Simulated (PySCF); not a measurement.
trans-2-butene, C4H8.
Z-matrix (Å and degrees, GFN2-xTB geometry), rows numbered from 1:
```
C 
C   1  1.4928
C   2  1.3219  1  124.80
C   3  1.4929  2  124.79  1  -179.99
H   1  1.0899  2  110.30  3   120.94
H   1  1.0873  2  111.04  3     0.29
H   1  1.0899  2  110.26  3  -120.41
H   2  1.0831  1  115.37  3   179.96
H   3  1.0831  2  119.82  1     0.04
H   4  1.0901  3  110.29  2  -121.15
H   4  1.0875  3  110.99  2    -0.52
H   4  1.0903  3  110.32  2   120.18
```

Method used: TDDFT CAM-B3LYP/def2-SVPD, vertical, gas phase, core orbitals frozen in the response (PySCF).

Computed states:

```tsv
state	E (eV)	f
S1	6.88	0.0041
S2	7.36	0.0016
S3	7.38	0.434
S4	7.49	0.0000
S5	8.53	0.0000
S6	8.66	0.043
S7	9.10	0.024
S8	9.16	0.179
```

Each state is given a Gaussian of 0.5 eV full width at half maximum, with ε(max) = 2.175×10⁸ f / Δν̃ (Δν̃ the width in cm⁻¹). The width is an assumption, not a result. The curve ends short of the highest state used, and states not computed would add to its high-energy end.

Task: What does the envelope look like, and where are its maxima?

Result: 
E (eV), ε (L mol⁻¹ cm⁻¹) and a bar:
```
     6.13          0 
     6.24          2 
     6.35          9 
     6.45         29 
     6.56         82 
     6.66        201 
     6.77        574 #
     6.87       1548 ##
     6.98       4221 #####
     7.08       8867 ###########
     7.19      15896 ####################
     7.29      21563 ############################
     7.40      23397 ##############################
     7.50      19979 ##########################
     7.61      13000 #################
     7.71       6969 #########
     7.82       2718 ###
     7.93        816 #
     8.03        240 
     8.14        148 
     8.24        321 
     8.35        783 #
     8.45       1441 ##
     8.56       2288 ###
```

Maxima: 168 nm (7.38 eV), ε about 24000, made up of S3 (100%) (ε in L mol⁻¹ cm⁻¹; maxima over ε = 5, shares over 10%). At its high-energy end, 8.56 eV, the curve is still rising (ε about 2300, from S6).

Task: Coming from long wavelengths, where does ε first pass 100 L mol⁻¹ cm⁻¹?

Result: At about 188 nm (6.58 eV), 0.30 eV below S1.

Task: On this curve, what absorbance would a 10⁻⁵ mol/L sample give at 193 nm over a 1 cm path?

Result: 193 nm is 6.424 eV, where ε is about 22 L mol⁻¹ cm⁻¹, so A = ε c l ≈ 0.00022 (Beer–Lambert, with the gas-phase spectrum and the assumed width).

Task: What would ε be at 7.38 eV, the highest of these maxima, with half the width (0.25 eV)?

Result: About 47000 L mol⁻¹ cm⁻¹ against 23500, a factor of about 2.00; a lone state at its own centre would give exactly 2.
